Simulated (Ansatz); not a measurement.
## Isomers

Structures of CH4OS, singlet, relaxed at PBE0-D4/def2-TZVP (vibrations not checked; lower isomers may exist, and structures with a doubtful reference or unclear bonds are left out). Ansatz 0.2.0; basis: def2-TZVPP; cores frozen in the correlated methods. B3LYP uses VWN-RPA correlation.

(1) Rank them by CCSD(T) energy, lowest first, and give each one's height above the lowest. Links in brackets join atoms within 1.22 times the sum of their covalent radii (1.1 for two metals). (To be estimated.)
A.
a complex of CH₂S ([CH2][S]) + H₂O
```
7
angstrom
C -0.5883 0.4459 -0.7394
S 0.8578 0.6475 -1.4002
O 1.0757 -1.8075 0.7943
H -0.7559 -0.2907 0.0464
H -1.4475 1.0365 -1.0560
H 1.3945 -1.2033 0.1084
H 1.6986 -1.7157 1.5178
```
B.
CH₄OS ([OH][CH2][SH])
```
7
angstrom
O -1.2153 -0.4168 -0.1646
C -0.1489 0.4719 -0.0374
S 1.4898 -0.3059 -0.0228
H -1.0491 -0.9802 -0.9269
H -0.0944 1.1910 -0.8637
H -0.3048 1.0217 0.8896
H 1.3228 -0.9816 1.1257
```
C.
CH₄OS ([CH3][S][OH])
```
7
angstrom
C -0.6959 0.4568 -0.2672
S 1.0350 0.1356 -0.5670
O 1.2630 -1.2453 0.3219
H -1.3063 -0.3946 -0.5711
H -0.9481 1.3153 -0.8963
H -0.8923 0.7153 0.7749
H 1.5445 -0.9830 1.2048
```
D.
a complex of CH₂S ([CH][SH]) + H₂O
```
7
angstrom
O -1.4948 -1.3667 -0.0179
C 0.2127 0.9401 -0.2639
S 1.3310 0.0516 0.5373
H -1.7963 -1.7874 -0.8252
H 0.6669 1.9332 -0.4096
H -1.2429 -0.4567 -0.2775
H 0.6253 -1.1088 0.6328
```

(2) Do PBE-D4, r2SCAN-D4, PBE0-D4, B3LYP-D4, wB97M-V, HF, MP2 give the same order? (Judge from chemistry; the calculation decides.)

The T1 diagnostic stays at or below 0.020. The restricted Hartree–Fock reference is unstable towards an unrestricted one at one or more of these structures.

For scale, one of the runs: CCSD(T)/def2-TZVPP, 160 basis functions, launched by `ansatz run in.yaml --threads 2 --pin off --events-out ev --progress --plain --max-ram 4352MiB`. The run took 31 s on 2 CPU threads of an Arm Neoverse V1 (shared host), with 1.2 GiB of host memory at its peak.

Results:

(1) The calculation gives: B (0.00 kcal/mol), C (9.30 kcal/mol), A (10.88 kcal/mol), D (53.10 kcal/mol). Heights count from the lowest.

(2) By the calculation: All do.
